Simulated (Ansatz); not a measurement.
Consider the atomization: `CC=S` → 2 C• + 4 H• + S•.

Isolated molecules relaxed with PBE0-D4/def2-TZVP in Ansatz; ΔE leaves out vibrations. CBS: MP2 limit from def2 TZ/QZ plus the TZ coupled-cluster correction, frozen cores. This one scheme is used for every species, atoms too. Functionals use def2-TZVPP. B3LYP here is the variant with VWN-RPA as its local correlation; programs differ in this. No spin–orbit coupling; open shells (•) take unrestricted orbitals. Spin–orbit coupling would lower the free atoms: a little for C, S.

```
             level  ΔE (kJ/mol)
       LDA (SPW92)       3000.2
         revPBE-D4       2625.5
          B3LYP-D4       2620.4
          BHLYP-D4       2539.4
      CAM-B3LYP-D4       2618.5
           LC-ωPBE       2593.1
      MP2/def2-SVP       2508.0
CCSD(T)/def2-TZVPP       2551.8
```

Q: What does CCSD(T)/CBS give? (Estimate.)

A: Computed: +2616.7 kJ/mol. The listed levels differ from it by 383.5, 8.8, 3.7, -77.3, 1.8, -23.6, -108.7, -64.9 kJ/mol.

Largest T1 diagnostic among the species: 0.016.

In def2-TZVPP, CCSD(T) changes the Hartree–Fock value by +646.6 kJ/mol (the triples alone add +44.9 kJ/mol) and MP2 by +680.5 kJ/mol; breaking electron pairs costs correlation energy, which Hartree–Fock lacks. At CCSD(T), def2-SVP lies −125.2 kJ/mol from the extrapolated value and def2-TZVPP −64.9 kJ/mol: correlation converges slowly with the basis, and small sets miss more of it in the bonded molecule than in its fragments.

For atomizations the MP2-based limit and the directly extrapolated one differ by several kJ/mol either way, and by 10 to 25 for some Ge, Se and Sn compounds, so smaller differences from it don't rank the levels.
